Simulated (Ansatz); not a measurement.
**[Cl···H···O], triplet: the ladder up to UCCSDT(Q)**

Geometry: a point of a hydrogen-transfer path between rigid fragments, not a stationary point.

```xyz
3

Cl    0.0000    0.0000   -1.3450
H     0.0000    0.0000    0.0800
O     0.0000    0.0000    1.2650
```

Basis cc-pVTZ; Ansatz 0.2.0. Correlated methods freeze the noble-gas cores, which leaves 14 electrons in 72 orbitals. Prefix R: restricted or restricted open-shell reference; prefix U: unrestricted. Active spaces: pair = (4e, 4o) about the gap; valence = (14e, 9o) chosen from the atoms' valence shells.

Full CI isn't at hand for all of this; UCCSDT(Q) serves as the reference, and is uncertain by about the last step of the cluster series. The frozen core follows each run's orbitals, which can shift R against U totals by a few meV.

HF rows are the lowest solutions found. Coupled cluster chose its determinant by trial CCSD, here up to 0.29 eV above the lowest Hartree–Fock solution of its kind, and MP2 stands on that determinant too.

```
UHF ⟨S²⟩                            : 2.012
⟨S²⟩ of the determinant under UCCSD : 2.053
T1 diagnostic (RCCSD)               : 0.0417
largest doubles amplitude (RCCSD)   : 0.052
T1 diagnostic (UCCSD)               : 0.0217
```

| level | E − E(determinant under the R cluster runs) (eV) |
| --- | --- |
| RMP2 | -10.4199 |
| UMP2 | -10.4466 |
| RCCSD | -11.4576 |
| UCCSD | -11.4778 |
| RCCSD(T) | -11.8586 |
| UCCSD(T) | -11.8599 |

Q: Estimate how far UCCSDT(Q) in cc-pVTZ lies from RCCSD(T). The table doesn't fix it; the size of (T) and the diagnostics are the guide.

A: UCCSDT(Q) in cc-pVTZ lies 53 meV below RCCSD(T), which is 13 % of the (T) step (-401 meV). T1 is raised, but (T) still catches most of what CCSD lacks. The miss exceeds 1 kcal/mol.

The other levels:

```csv
level,E − E(UCCSDT(Q)) (meV),share of correlation (%),wall time
UHF†,11418,–,2.4 s
BCCD(T),51,99.57,20 s (H100)
RCCSDT,23,99.81,–
UCCSDT,19,99.84,–
RCCSDT(Q),3,99.97,39 s (H100)
CASSCF (valence space)†,11070,–,–
NEVPT2 (valence space)†,2495,–,6 s
MRCISD (valence space)†,1509,–,–
MRCISD+Q (valence space)†,563,–,21 s (H100)
```

A dagger marks rows that describe another state than the reference (another or a broken symmetry, a higher spin or other natural occupations), so the difference isn't the method's error.

The correlation energy at UCCSDT(Q), counted from the determinant under the R cluster runs, is -11.911 eV. That run took 35 s on 2 threads of AMD EPYC 7R13 with a shared H100 80 GB, shared host.

Run but not shown, since their state or frozen core can't be matched to the reference's or they repeat it: RHF, CASSCF (pair space), NEVPT2 (pair space), MRCISD (pair space), MRCISD+Q (pair space).

Times hold each run's SCF and search for its determinant on a shared host, so for small cases they say little of a method's own cost; rows without a card ran on 1 thread of AMD EPYC 7R13.
